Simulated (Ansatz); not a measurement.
The input, for Ansatz 0.2.0:

```yaml
crystal:
  periodic: [false, false, false]
  atoms:
    - {symbol: Al, position_ang: [0.084376, 0.005225, 2.379231]}
    - {symbol: Si, position_ang: [-0.080498, 0.013599, -0.197575]}
    - {symbol: P, position_ang: [-0.003878, -0.018825, -2.181656]}
basis:
  gaussian: {orbitals: cc-pVDZ}
magnetization: {spin_polarized: true, initial_magnetization: 0}
hamiltonian: {xc: hf}
output: {forces: true, orbitals: {seedname: orbitals}}
```

```sh
$ ansatz run in.yaml --threads 1 --pin off --events-out ev --progress --plain --max-ram 2393MiB
```

Output:

```
559 factors; integrals over basis functions are off by at most 8.5e-4 eV
mean field evaluation 1: about -23712.7296 eV, gradient 1.4e1 eV
mean field evaluation 2: about -23712.9712 eV, gradient 1.4e1 eV
mean field evaluation 4: about -23715.1828 eV, gradient 1.7e0 eV
mean field evaluation 8: about -23715.2474 eV, gradient 1.9e-1 eV
mean field evaluation 16: about -23715.3736 eV, gradient 8.4e-1 eV
mean field evaluation 32: about -23715.6944 eV, gradient 2.7e-2 eV
mean field evaluation 64: about -23715.0673 eV, gradient 3.6e0 eV
mean field evaluation 96: about -23715.5434 eV, gradient 1.0e0 eV
mean field evaluation 128: about -23715.4747 eV, gradient 1.4e0 eV
mean field evaluation 160: about -23714.6747 eV, gradient 4.3e0 eV
mean field evaluation 192: about -23713.9570 eV, gradient 3.4e-1 eV
mean field evaluation 224: about -23713.9357 eV, gradient 6.8e-1 eV
mean field evaluation 256: about -23713.9124 eV, gradient 4.2e-1 eV
mean field evaluation 288: about -23715.2482 eV, gradient 1.1e-2 eV
mean field evaluation 320: about -23711.1350 eV, gradient 6.3e0 eV
mean field evaluation 352: about -23709.4428 eV, gradient 8.2e0 eV
mean field -23715.69446347 eV, -871.5356964575 hartree, gradient 1.8e-7 eV, S^2 1.064513; 9 other end points of the search recorded, 0 dependent functions left out
the calculation of the forces begins
reference -23715.69446347 eV, -871.5356964575 hartree; 21, 21 occupied and 33, 33 virtual orbitals, 559 factors
Total energy: -23715.69446347 eV, -871.5356964575 hartree
Atom 0 at     0.084376     0.005225     2.379231 Å, force     0.017159    -0.003943    -0.074344 eV/Å
Atom 1 at    -0.080498     0.013599    -0.197575 Å, force    -0.129284     0.044782     2.240794 eV/Å
Atom 2 at    -0.003878    -0.018825    -2.181656 Å, force     0.112125    -0.040839    -2.166451 eV/Å
Dipole moment:     0.025944     0.002250     0.803260 e Å
```

Forces (eV/Å):
```
Al   0.017 -0.004 -0.074
Si  -0.129  0.045  2.241
P    0.112 -0.041 -2.166
```

Ran on 1 thread of Intel Xeon, shared host: 35 s wall, 0.12 GiB peak host memory.
